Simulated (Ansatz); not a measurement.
# H5SSi: the cost of one run

Method: UKS r2SCAN-D4/def2-SVP; program: Ansatz 0.2.0.

**1. Reference run: SiH5S radical, relaxed**

input.yaml

```yaml
crystal:
  periodic: [false, false, false]
  atoms:
    - { symbol: H, position_ang: [0.236171, -0.122915, -0.743246] }
    - { symbol: Si, position_ang: [-0.315488, -0.354914, 1.027038] }
    - { symbol: S, position_ang: [0.783009, 0.194703, -2.422139] }
    - { symbol: H, position_ang: [-0.475964, -1.834429, 1.222233] }
    - { symbol: H, position_ang: [-1.617095, 0.374887, 1.190014] }
    - { symbol: H, position_ang: [0.757007, 0.213352, 1.90987] }
    - { symbol: H, position_ang: [0.63216, 1.529316, -2.18377] }
magnetization:
  spin_polarized: true
  initial_magnetization: 1
basis:
  gaussian: { orbitals: def2-SVP }
hamiltonian:
  xc: r2scan
  dispersion: d4
output:
  forces: true
relax:
  f_tol: 0.02
  max_steps: 120
  constraints: [{ distance: [0, 2] }, { distance: [0, 1] }]
  escape_saddle: false
```

Run with:

```console
ansatz run input.yaml --threads 1 --pin off --max-ram 2560MiB --backend cpu --events-out ev --progress --plain --runs-dir out
```

Q: Estimate wall time and peak memory on 1 thread of Intel Xeon 6975P-C (Granite Rapids), shared host.

About 8.7 s, with a peak of 0.17 GiB.
